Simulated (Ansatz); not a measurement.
The same path of H6OSi2 (9 atoms, charge 0, multiplicity 1) was run twice with different band settings. Lost on the way: Si1–Si2, Si1–H6. Made: Si2–H6.

Method: RKS B3LYP/6-31G* in Ansatz 0.2.0.

Relaxed end points:

```xyz
9
Properties=species:S:1:pos:R:3
Si 0.307 -0.033 -0.014
Si 1.036 -0.016 2.226
H -0.103 -0.238 3.163
H 2.050 -1.075 2.487
H 1.643 1.307 2.550
H 1.466 0.117 -0.929
H -0.607 1.133 -0.217
O -0.418 -1.473 -0.467
H -1.201 -1.737 0.035
```

```xyz
9
Properties=species:S:1:pos:R:3
Si -1.004 0.160 -0.387
Si 1.663 0.041 2.538
H 0.795 -0.770 3.430
H 3.091 -0.194 2.877
H 1.338 1.481 2.688
H 1.430 -0.368 1.124
H 0.137 0.653 -1.282
O -1.278 -1.244 -1.267
H -1.998 -1.774 -0.889
```

Common settings: movable images 7; spring 5.0 eV/Å²; start path through a guess of the saddle point; force threshold 0.05 eV/Å; iteration limit 60; end points relaxed.

| run | climbing image | optimiser |
| --- | --- | --- |
| 1 | yes | quadratic models (default) |
| 2 | from the first iteration | fire |

(1) What does each run give, and how far can it be trusted?

Answers

(1) Run 1: converged after 14 iterations, highest image 2.110 eV above the first end. A vibrational analysis at the climbing image gives one clearly imaginary mode, 460i cm⁻¹: a first-order saddle point.
Run 2: converged after 59 iterations, highest image 2.110 eV above the first end. Another band between the same ends (7 images) ends at a top of the same energy, where a vibrational analysis finds 1 clearly imaginary mode.
The orbitals stay closed-shell, which can raise the energy where a bond breaks towards radicals; this wasn't checked here.
